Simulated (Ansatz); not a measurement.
Two isomers of C3H5NO: A = `CC1=NCO1`, B = `N=CC1CO1`.

Computed with Ansatz on PBE0-D4/def2-TZVP structures; ΔE is electronic, products minus reactants. CCSD(T)/CBS is the MP2 limit (def2-TZVPP, def2-QZVPP) plus CCSD(T) − MP2 in def2-TZVPP, frozen cores. Functionals use def2-TZVPP. B3LYP here is the variant with VWN-RPA as its local correlation; programs differ in this. One conformer a species, not always the lowest.

Which is lower in electronic energy at CCSD(T)/CBS, and by how much? (Estimate.)

The calculation gave: A, by 53.0 kJ/mol.

Give E(B) − E(A) in kJ/mol with B2PLYP, B3LYP, CCSD/def2-TZVPP, CCSD(T)/def2-TZVPP, ωB97M-V, LDA (SPW92), BLYP-D4. (Estimate.)

Ansatz gave: B2PLYP 52.6, B3LYP 49.4, CCSD/def2-TZVPP 52.3, CCSD(T)/def2-TZVPP 53.8, ωB97M-V 55.9, LDA (SPW92) 66.8, BLYP-D4 46.8. None reverses the order clearly.

Does the order hold for the free energy at 298.15 K (harmonic terms from PBE0-D4)? (An estimate is asked.)

Ansatz gave: Yes: G(B) − G(A) = +52.3 kJ/mol, for one conformer each.

Largest T1 diagnostic: 0.014.

Leaving LDA and LC-ωPBE aside and taking each functional with its dispersion term where it has one, the values, not all of them listed here, spread over 13.4 kJ/mol, from BLYP-D4 to PBE-QIDH. LDA lies +12.6 kJ/mol from PBE without D4. At CCSD(T), def2-SVP lies +3.6 kJ/mol from the extrapolated value and def2-TZVPP +0.8 kJ/mol.
